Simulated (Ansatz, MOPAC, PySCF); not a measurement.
Pair of molecules: CH4O (SMILES CO) (first 6 atoms) with CH4O (SMILES CO); geometry from S66by8 set.
(charge 0, multiplicity 1):
```tsv
atom	x (Å)	y (Å)	z (Å)
O	-1.4572	0.3213	-0.1022
H	-0.5129	0.2975	-0.3063
C	-1.9731	-0.9667	-0.3675
H	-3.0310	-0.9517	-0.1188
H	-1.8777	-1.2481	-1.4190
H	-1.4959	-1.7417	0.2377
O	1.4202	0.2212	-0.3963
H	1.8890	0.8356	-0.9660
C	1.9290	0.3782	0.9254
H	1.3755	-0.3100	1.5555
H	2.9880	0.1278	0.9821
H	1.7766	1.3889	1.3033
```

Counterpoise-corrected where a basis set is named; no monomer relaxation. Rows marked so take none.

Rows in 6-31G* carry no dispersion term and start afresh at each structure (6-31G* with six Cartesian d functions). The state that PM6 reach isn't checked.

The values were computed with Ansatz (Gaussian basis) for Hartree–Fock, density functionals and correlated methods; MOPAC for PM6 (differences of heats of formation); PySCF for 6-31G* rows, the dispersion terms. 

### Question
One of these levels gives -197.0 meV for the interaction energy. Which?
(A) B3LYP/def2-TZVPPD
(B) B3LYP/6-31G* (no counterpoise)
(C) B3LYP-D4/def2-TZVPPD
(D) PM6

### Answer
A, B3LYP/def2-TZVPPD. The others give -152.4 (PM6), -310.9 (B3LYP/6-31G* (no counterpoise)), -255.1 (B3LYP-D4/def2-TZVPPD)

Ansatz is a quantum-chemistry and plane-wave program.
